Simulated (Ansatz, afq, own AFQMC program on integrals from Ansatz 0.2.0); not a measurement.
AFQMC on a folder of integrals that Ansatz 0.2.0 wrote.

```yaml
crystal:
  periodic: [false, false, false]
  atoms:
    - {symbol: Ge, position_ang: [0.000000, -0.033136, 0.412188]}
    - {symbol: N, position_ang: [0.000000, 0.059429, -2.177158]}
    - {symbol: H, position_ang: [0.000000, 1.562157, 0.549092]}
basis:
  gaussian: {orbitals: cc-pVDZ}
magnetization: {spin_polarized: false, initial_magnetization: 2}
correlation: {method: ccsd_t, electrons: outside_noble_gas, hamiltonian_folder: ham}
```

```sh
$ ansatz run in.yaml --threads 1 --pin off --events-out ev --progress --plain --max-ram 1382MiB
```

Options of the walk:

```
--method phaseless --trial cisd --walkers 60 --populations 1 --least-time 40 --time-step 0.005 --steps-per-block 50 --equilibration-blocks 40 --max-blocks 300 --target-error 0.00076 --factor-cut 1e-05 --start spin_pure --seed 484 --release-times 0.24,0.51,0.99,1.62,2.4 --release-step 0.03 --release-every 4 --taylor-order 6
```

Times are imaginary, in 1/Eh. The walk had a cap of 723 s. Filled inner d shells are frozen with the cores.

Output of the walk:

```
orbitals 31  electrons 6 4  factors 223 of 508
reference energy -2130.20467649 Eh
CCSD correlation -0.23316553 Eh in 19 cycles, weight of the determinant in the CISD state 0.7891
energy of the start -2130.437841 Eh
 block  time / (1/Eh)  mean weight  energy / Eh
     1     0.250  0.9995  -2130.434617
     2     0.500  1.0004  -2130.434672
     3     0.750  1.0030  -2130.435213
     4     1.000  1.0006  -2130.437204
     5     1.250  0.9984  -2130.441768
     9     2.250  1.0004  -2130.438585
    21     5.250  1.0002  -2130.443050
    41    10.250  0.9996  -2130.443413
    61    15.250  0.9988  -2130.443105
    81    20.250  1.0009  -2130.446460
   101    25.250  1.0001  -2130.447531
   121    30.250  0.9991  -2130.442024
   141    35.250  0.9995  -2130.451771
   156    39.000  0.9992  -2130.439485
   161    40.250  1.0001  -2130.442889
   176    44.000  0.9994  -2130.457630
   181    45.250  1.0001  -2130.443887
   196    49.000  0.9996  -2130.446691
blocks merged  error / Eh  count
     1  0.000373  160
     2  0.000461  80
     4  0.000533  40
     8  0.000631  20
    16  0.000647  10
released: time / (1/Eh)  energy / Eh  error  mean overlap
  0.24  -2130.445507  0.000664  1.0041
  0.51  -2130.446653  0.000652  0.9926
  0.99  -2130.447365  0.000895  1.0093
  1.62  -2130.446596  0.001071  1.0220
  2.40  -2130.448338  0.001494  0.9834
energy -2130.445845 +/- 0.000631 Eh
(rows thinned)
```

The run passed its tests (sampling time, drift between the halves within three errors, error under three times the target), which doesn't prove that it has relaxed. The second half of the sampling lies above the first by 2.5 errors of their difference, so the energy may still be moving and its error bar be too small.

Against this walk (error 17.2 meV) on the same determinant: CCSD(T) 10.1 meV lower (within the noise), CCSDT(Q) 93.0 meV lower. The error is statistical and leaves out the bias of the constraint. None of these is a sure reference here. Released to 1.62 1/Eh the energy moves by -20 ± 34 meV (both errors), within twice the noise.

Cautions: constraint bias not in the error; no relativity below Rb; no spin-orbit coupling; inner d shell frozen; lower spins were not checked; higher spins were not checked; a spin-contaminated unrestricted determinant lies lower (UHF 1.30 eV lower, ⟨S²⟩ 3.05); strong correlation (T1 0.063, weight of the determinant 0.79, largest double 0.19); the bias of populations of 60 walkers isn't removed.

The walk took 110 s on 1 thread of Intel(R) Xeon(R) 6975P-C (Granite Rapids), with other jobs on the host. The log's last line is the phaseless energy.

CCSDT and higher add their correlation energy to the determinant of the CCSD(T) run, since their own runs factorise the integrals more tightly (a shift of under 2 meV). A walk keeps the symmetry of its determinant, which the program's search chose and which needn't be the lowest solution, so a lower state of the same spin and another symmetry isn't excluded.
